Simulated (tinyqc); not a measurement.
A ladder of methods, and size consistency: correlation methods against full CI in the sto-6g basis, for H2O, spin multiplicity 1. Computed by the program tinyqc with PySCF. 

Geometry (angstrom):
```
atom       x        y       z
O     0.0000   0.0000  0.0000
H     0.0000   0.6790  0.6590
H     0.0000  -0.6790  0.6590
```

RHF energy of one = -75.673214 hartree

All electrons correlated; +Q is the Davidson correction (1 - c0^2) E_corr. The last columns treat two copies 100 angstrom apart as one system. FCI is the lowest singlet.

Correlation energies (hartree):
```
method   E_corr of one  share of FCI (%)  E_corr of two at 100 angstrom  two minus twice one (mhartree)
MP2          -0.037110           72.7112                      -0.074220                          0.0000
CISD         -0.050313           98.5794                      -0.098154                          2.4707
CISD+Q       -0.051613          101.1269                      -0.102853                          0.3727
CCSD         -0.050930           99.7890                      -0.101860                          0.0000
CCSD(T)      -0.050989           99.9042                      -0.101977                          0.0000
FCI          -0.051038          100.0000                              -                               -
```

MP2 recovers 73 %, CISD 98.6 % and CCSD 99.8 % of the FCI value (c0^2 = 0.974 in CISD). MP2 and coupled cluster are size consistent, so their last column vanishes; CISD loses 2.47 mhartree, since a double excitation on each copy is a quadruple of the pair, and the Davidson correction leaves +0.37.
